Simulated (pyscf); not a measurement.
Single points on ωB97X-D3(BJ)/def2-SVP structures (PySCF, gas phase). MP2 and CC: frozen core, UHF for open shells. ΔMP2 is the change of the MP2 total energy from the triple- to the quadruple-zeta basis.

SMILES: [SiH3]I
```xyz
5

Si    -1.1936    -0.5544    -0.0266
I     -0.5924     0.7009     1.9656
H     -1.1152    -2.0043     0.2880
H     -2.5778    -0.1828    -0.4179
H     -0.2376    -0.2065    -1.1094
```
Charge 0, spin multiplicity 1.

What are the homolytic bond dissociation enthalpies (298 K) of H₃Si–I at CCSD(T)/def2-TZVPP + ΔMP2(QZVPP), weakest first?

I–Si to SiH₃• + I•: 337.5 kJ/mol; H–Si to •H₂Si–I + H•: 375.7 kJ/mol. Ring and multiple bonds, and those that leave no two simple radicals, are not listed. The CCSD(T) − MP2 part came from Ansatz, without density fitting, on the same reference. The frozen core leaves the outer d or s,p core shells of the metals and heavy elements correlated in the MP2 and CC values, and def2-TZVPP describes them poorly, which can shift differences by a few kcal/mol. Left out: the spin-orbit lowering of I, which is large for Br, Se, Te and I. Elements past Kr carry the def2 core potentials, without spin-orbit coupling.
